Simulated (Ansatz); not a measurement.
# BHCl+ (triplet): wave-function methods side by side, def2-TZVPP

The task here is to estimate one member of a computed series from the others.

Method: def2-TZVPP, core rule «outside noble gas», up to 6 orbitals frozen; program: Ansatz 0.2.0, Gaussian basis.

The runs, in order: UHF; ROHF; CCSD(T) on UHF.

2 further runs of the same task are left out: 2 set aside as unsound or not needed.

## The geometry

The geometry is a PBE0/def2-TZVP stationary point (not a proven minimum) of the parent state, kept for this charge and spin.

3 atoms, charge 1, spin multiplicity 3.

Atoms are counted from 1 here; the program's logs count them from 0.

Bond lengths: B1–Cl2 1.710 Å, B1–H3 1.193 Å. Angles: Cl2–B1–H3 123.6°.

Set-up of the first run:

File in.yaml:

```yaml
crystal:
  periodic: [false, false, false]
  atoms:
    - {symbol: B, position_ang: [0.000000, -0.186113, 1.254645]}
    - {symbol: Cl, position_ang: [0.000000, 0.036461, -0.440547]}
    - {symbol: H, position_ang: [0.000000, 0.713740, 2.038566]}
basis:
  gaussian: {orbitals: def2-TZVPP}
total_charge: 1
magnetization: {spin_polarized: true, initial_magnetization: 2}
hamiltonian: {xc: hf}
output: {orbitals: {seedname: orbitals}}
```

Launch:

```console
ansatz run in.yaml --threads 1 --pin off --events-out ev --progress --plain --max-ram 4096MiB --backend cpu
```

Among the steps run: UHF; ROHF; CCSD(T) on UHF.

One table of the session follows, with a row left open; its other results are not shown here.

| method | from UCCSD(T) (kJ/mol) |
| --- | --- |
| ROHF | +705.3 |
| UHF | +687.4 |
| UMP2 | +117.5 |
| UCCSD | ? |
| UCCSD(T) | 0 |

Q: Estimate the row for UCCSD from the others.

**Answer.** from UCCSD(T) (kJ/mol): +25.2. In the column «from UCCSD(T) (kJ/mol)» it lies between UCCSD(T) (0) and UMP2 (+117.5).
